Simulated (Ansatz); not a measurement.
## HBCl⁺, singlet in 6-31G: errors against full CI

Geometry: that of the HBCl, doublet, kept fixed.

| atom | x (Å) | y (Å) | z (Å) |
| --- | --- | --- | --- |
| B | 0.0000 | -0.1861 | 1.2546 |
| Cl | 0.0000 | 0.0365 | -0.4405 |
| H | 0.0000 | 0.7137 | 2.0386 |

Basis 6-31G; Ansatz 0.2.0. Correlated methods freeze the noble-gas cores, which leaves 10 electrons in 18 orbitals. Prefix R: restricted or restricted open-shell reference. Active spaces: valence = (10e, 9o) chosen from the atoms' valence shells.

Full CI is exact within this basis and frozen core; it isn't the basis-set limit.

```
UHF ⟨S²⟩                          : 0.000
T1 diagnostic (RCCSD)             : 0.0369
largest doubles amplitude (RCCSD) : 0.074
```

| level | E − E(RHF) (eV) |
| --- | --- |
| RMP2 | -2.6439 |
| RCCSD | -3.0629 |
| RCCSD(T) | -3.2240 |

Q: Estimate how far full CI in 6-31G lies from RCCSD(T). The table doesn't fix it; the size of (T) and the diagnostics are the guide.

A: Full CI in 6-31G lies 1.8 kJ/mol below RCCSD(T), which is 11 % of the (T) step (-15.5 kJ/mol). T1 is raised, but (T) still catches most of what CCSD lacks.

The other levels:

```tsv
level	E − E(full CI) (kJ/mol)	share of correlation (%)	wall time
CISD	28.8	90.80	0.32 s
BCCD(T)	1.3	99.59	0.27 s
RCCSDT	-1.1	100.36	–
RCCSDT(Q)	-1.0	100.30	0.75 s
RCCSDTQ	-0.5	100.16	9.5 s
CASSCF (valence space)	86.6	72.33	–
NEVPT2 (valence space)	22.1	92.94	2.1 s
MRCISD (valence space)	2.1	99.34	–
MRCISD+Q (valence space)	0.7	99.79	3.5 s
```

The correlation energy at full CI, counted from RHF, is -3.242 eV. That run took 4 s on 2 threads of AMD EPYC 7R13 with a shared H100 80 GB, shared host over 36,719,424 determinants.

Times hold each run's SCF and search for its determinant on a shared host, so for small cases they say little of a method's own cost; they ran on 1 thread of AMD EPYC 7R13.

More than 5 meV below full CI, which no variational method can be: RCCSDT, RCCSDT(Q), RCCSDTQ.

The full-CI state has the irrep A' of Cs, in the program's axes.

Natural occupations of full CI about the gap: 1.992 1.973 1.961 1.959 1.936 0.064 0.040 0.030 0.020 0.007; effectively unpaired electrons, Σ n²(2−n)², 0.06.
